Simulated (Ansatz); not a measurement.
We consider bcc Na, described by PBEsol-D3(BJ) (plane waves, PAW; Ansatz, a quantum-chemistry and plane-wave program).

Numerical settings: plane-wave cutoff 520 eV, 18×18×18 k mesh, Fermi–Dirac smearing 0.05 eV, scalar-relativistic PAW data made under PBE.

The volume scan:

```tsv
V (Å³/atom)	E − E_lowest (meV/atom)
31.010	3.73
31.670	1.60
32.330	0.39
32.990	0.00
33.649	0.37
34.309	1.42
34.969	3.10
```

Question: Estimate the bulk modulus and its pressure derivative from these points.

Answer: V0 = 32.986 Å³/atom, B0 = 9.16 GPa, B′ = 3.7 (fit to the energies at full precision).

Measured, for comparison: bulk modulus 7.9 GPa (0 K value with the zero-point phonon effect removed, our sources range from 7.63 to 7.91; as tabulated in Mejia-Rodriguez and Trickey (2018), arXiv:1807.09216); equilibrium volume per atom 37.42 Å³/atom (static lattice: zero-point anharmonic expansion removed; as tabulated in Mejia-Rodriguez and Trickey (2018), arXiv:1807.09216). Computed (rounded) less measured: bulk modulus +16 % (+16 % to +20 % over the range), equilibrium volume per atom -11.8 %.

Computed values are for the static lattice.
